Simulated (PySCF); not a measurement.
Computed with PBE0-D4/def2-TZVP run with PySCF. All species are isolated molecules in the gas phase. Delta-SCF ions had no search for a lower state. Excitations are Tamm–Dancoff values on a coarser integration grid. The basis has no diffuse functions, so Rydberg states are missing or too high.

Reference species (SMILES): `[S+]#[C-]` (neutral, multiplicity 1).

```yaml
S1 oscillator strength: 0.011
T1 excitation (TDA): 3.19 eV
hole reorganisation energy (four-point): 0.136 eV
vertical ionisation energy (Delta-SCF): 11.35 eV
```

After one change: the S1 oscillator strength decreases by 0.011; the T1 excitation (TDA) rises by 4.51 eV; the hole reorganisation energy (four-point) falls by 0.112 eV; the vertical ionisation energy (Delta-SCF) increases by 4.40 eV.

Question: Which change was made? The new species is one of these.
(A) `N#N`
(B) `[O+]#[Ge-]`
(C) `[C-]#[NH+]`
(D) `[O+]#[Si-]`

Answer: A, `N#N`
